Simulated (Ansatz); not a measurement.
# Si2H5F: one species, many methods

Aim: compute Si2H5F with functionals from several rungs and with coupled cluster. The yardstick is the atomisation energy at the CCSD(T) limit.

Method: functionals in def2-TZVPP, the program's frozen cores in correlated methods; program: Ansatz 0.2.0, Gaussian basis.

Plan: LDA (SPW92), PBE-D4, revPBE-D4, BLYP-D4, r2SCAN-D4, B97M-V, PBE0-D4, B3LYP-D4, r2SCANh-D4, r2SCAN0-D4, HSE06-D4, BHLYP-D4, CAM-B3LYP-D4, LC-ωPBE, ωB97X-V, ωB97M-V, B2PLYP, PBE-QIDH; CCSD(T)/def2-SVP; CCSD(T)/def2-TZVPP; MP2/def2-QZVPP; extrapolation to the limit; RPA on PBE.

## Step 1: The relaxed structure

All runs share one geometry, relaxed beforehand with PBE0-D4 in a triple-zeta def2 set.

SMILES `F[SiH2][SiH3]`, 8 atoms, charge 0, spin multiplicity 1.

Atoms are counted from 1 here; the program's logs count them from 0.

Bond lengths: F1–Si2 1.607 Å, Si2–Si3 2.343 Å, Si2–H4 1.486 Å, Si2–H5 1.486 Å, Si3–H6 1.487 Å, Si3–H7 1.489 Å, Si3–H8 1.487 Å. Angles: F1–Si2–Si3 109.8°, F1–Si2–H4 107.7°, F1–Si2–H5 107.7°, Si3–Si2–H4 111.3°, Si3–Si2–H5 111.3°, H4–Si2–H5 108.9°, Si2–Si3–H6 110.7°, Si2–Si3–H7 108.2°, Si2–Si3–H8 110.7°, H6–Si3–H7 109.0°, H6–Si3–H8 109.2°, H7–Si3–H8 109.0°.

## Step 2: LDA

This LDA is Slater exchange with PW92 correlation.

in.yaml

```yaml
crystal:
  periodic: [false, false, false]
  atoms:
    - {symbol: F, position_ang: [-2.015237, 0.986107, -0.226792]}
    - {symbol: Si, position_ang: [-0.575369, 0.581086, -0.813616]}
    - {symbol: Si, position_ang: [0.633501, -0.611215, 0.800387]}
    - {symbol: H, position_ang: [-0.798703, -0.237500, -2.033879]}
    - {symbol: H, position_ang: [0.125732, 1.834679, -1.195665]}
    - {symbol: H, position_ang: [0.849454, 0.218230, 2.015105]}
    - {symbol: H, position_ang: [1.955689, -0.971083, 0.218920]}
    - {symbol: H, position_ang: [-0.082866, -1.857404, 1.179841]}
basis:
  gaussian: {orbitals: def2-TZVPP}
hamiltonian: {xc: lda}
output: {orbitals: {seedname: orbitals}}
```

The runs that follow: PBE-D4 (GGA); revPBE-D4 (GGA); BLYP-D4 (GGA); r2SCAN-D4 (meta-GGA); B97M-V (meta-GGA); PBE0-D4 (hybrid); B3LYP-D4 (hybrid); r2SCANh-D4 (hybrid); r2SCAN0-D4 (hybrid); HSE06-D4 (hybrid); BHLYP-D4 (hybrid); CAM-B3LYP-D4 (range-separated); LC-ωPBE-D4 (range-separated); ωB97X-V (range-separated); ωB97M-V (range-separated); B2PLYP (double hybrid); PBE-QIDH (double hybrid); CCSD(T) in def2-SVP; CCSD(T) in def2-TZVPP; MP2 in def2-QZVPP; RPA on PBE orbitals.

Q: Predict the results of all the runs planned. Wanted: atomisation energy, CCSD(T)/CBS; farthest beyond LDA; mean size of error, GGA; mean size of error, meta-GGA; mean size of error, hybrid; mean size of error, range-separated; mean size of error, double hybrid; gap, smallest and largest; T1 diagnostic.

The runs gave:

| quantity | value |
| --- | --- |
| atomisation energy, CCSD(T)/CBS | 592.3 kcal/mol |
| functionals within 3.0 kcal/mol (0.5 %) | B97M-V, CAM-B3LYP-D4, ωB97X-V |
| farthest beyond LDA | revPBE-D4 (-19.4 kcal/mol) |
| mean size of error, GGA | 13.0 kcal/mol |
| mean size of error, meta-GGA | 2.0 kcal/mol |
| mean size of error, hybrid | 9.7 kcal/mol |
| mean size of error, range-separated | 4.1 kcal/mol |
| mean size of error, double hybrid | 11.4 kcal/mol |
| gap, smallest and largest | 5.54 eV (LDA (SPW92)), 12.58 eV (LC-ωPBE) |
| T1 diagnostic | 0.0124 |
| triples share of the correlation energy | 2.8 % |

What this shows: LDA overbinds by 57.2 kcal/mol (10 %). PBE-D4 misses by -10.3 kcal/mol. Double hybrids carry the basis error of their MP2 part in triple zeta, and no dispersion term here, so their miss is partly the set-up's. By mean error the best rung here is meta-GGA (2.0 kcal/mol) and the worst beyond LDA is GGA (13.0 kcal/mol). Misses under about 3.0 kcal/mol are within the doubt on the reference itself, which lacks core-valence correlation, relativity and higher excitations. Hartree-Fock recovers 77 % of the binding; the rest is correlation. CCSD(T) in def2-SVP is off by -45.5 kcal/mol, more than most functionals: a good method in a small basis is no reference. The gap grows from 5.5 to 12.6 eV across the functionals, mostly with the share of exact exchange.
